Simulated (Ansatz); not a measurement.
A nudged elastic band was laid between two geometries of CH$_{4}$BS (7 atoms, charge 0, multiplicity 2).

All numbers below come from Ansatz 0.2.0, UKS B3LYP-D4/def2-SVP.

| Item | Value |
| --- | --- |
| movable images | 7 |
| climbing image | yes |
| spring | 5.0 eV/Å² |
| optimiser | quadratic models (default) |
| start path | IDPP |
| force threshold | 0.05 eV/Å |
| iteration limit | 49 |
| end points | relaxed |

Initial state:

```xyz
7
Properties=species:S:1:pos:R:3
B -1.141 0.269 -0.932
C -0.045 -0.017 0.116
S 1.664 -0.041 -0.556
H -2.329 0.336 -0.740
H -0.299 -0.985 0.593
H -0.150 0.749 0.910
H 2.300 -0.310 0.610
```

Final state:

```xyz
7
Properties=species:S:1:pos:R:3
B -1.492 0.110 -0.343
C -0.133 -0.124 0.344
S 1.337 0.083 -0.762
H -1.785 0.571 -1.415
H -0.113 -1.109 0.842
H -0.107 0.624 1.163
H 2.291 -0.155 0.171
```

Task: Which bonds break or form, and what moves?

Result: No bond is made or broken. The dihedral H4–B1–C2–S3 changes from 180 to -11° by way of a nearly straight angle H4–B1–C2 (up to 176°), not by a turn about the bond.

Task: Give the energies along the band, and the barrier.

Result: It converged. The highest image is number 4 of 0 to 8, 7.5 kcal/mol above the first end and 7.8 kcal/mol above the last; the last end lies 0.3 kcal/mol below the first. A vibrational analysis at the climbing image gives one clearly imaginary mode, 737i cm⁻¹: a first-order saddle point.

| image | path coordinate (Å) | energy (kcal/mol) | angle H4–B1–C2 (°) |
| --- | --- | --- | --- |
| 0 | 0.00 | 0.0 | 127 |
| 1 | 0.20 | 0.5 | 133 |
| 2 | 0.39 | 2.0 | 142 |
| 3 | 0.59 | 5.2 | 157 |
| 4 | 0.79 | 7.5 | 176 |
| 5 | 1.02 | 4.7 | 162 |
| 6 | 1.24 | 1.5 | 146 |
| 7 | 1.46 | 0.1 | 137 |
| 8 | 1.69 | -0.3 | 132 |

Task: What is the geometry of the highest image?

Result: 
```xyz
7
Properties=species:S:1:pos:R:3
B -1.321 0.208 -0.559
C -0.067 -0.063 0.248
S 1.545 0.068 -0.699
H -2.341 0.419 -1.121
H -0.134 -1.062 0.717
H -0.060 0.665 1.083
H 2.377 -0.234 0.330
```

Task: What are the harmonic wavenumbers there?

Result: 737i, 187, 230, 270, 589, 797, 882, 975, 1002, 1176, 1346, 2620, 2810, 3000, 3053 cm⁻¹.

The run took 2.4 min on 1 CPU thread of a shared host.
